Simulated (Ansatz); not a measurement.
bcc Rb, treated with PBE0-D3(BJ) in Ansatz (PAW).

Numerical settings: plane-wave cutoff 460 eV, 8×8×8 k mesh, Fermi–Dirac smearing 0.05 eV, scalar-relativistic PAW data made under PBE.

Energies at three volumes about the minimum:

```
V (Å³/atom)  E − E_lowest (meV/atom)
-----------  -----------------------
85.502                          0.50
87.080                          0.00
89.886                          0.49
```

Fit a parabola by hand: where is the minimum, what lattice constant follows, and what is the bulk modulus?

Slopes: (0.00 − 0.50)/(87.080 − 85.502) = -0.317 and (0.49 − 0.00)/(89.886 − 87.080) = 0.175 meV/Å³. Curvature E″ = 2 × (0.175 − (-0.317))/(89.886 − 85.502) = 0.224 meV/Å⁶. From the middle of the first interval, the slope vanishes at V0 = 86.2910 − (-0.317)/0.224 = 87.706 Å³/atom. B = V0 E″ = 87.706 × 0.224 meV/Å³ × 0.1602 GPa per meV/Å³ = 3.15 GPa. With 2 atoms in the cube, a = (2 × 87.706)^(1/3) = 5.598 Å. The full Birch–Murnaghan fit to all volumes gives V0 = 87.662 Å³/atom and B0 = 3.13 GPa.

Measured, for comparison: bulk modulus 2.92 GPa (corrected for temperature and zero-point phonon effects, our sources range from 2.92 to 3.60; as tabulated in Levämäki et al. (2014), arXiv:1402.3671); lattice constant a 5.576 Å (low-temperature or extrapolated to 0 K; zero-point anharmonic expansion removed; as tabulated in Csonka et al. (2009), arXiv:0903.4037). Computed (rounded) less measured: bulk modulus not scored (sources differ).

Ansatz is a first-principles code.
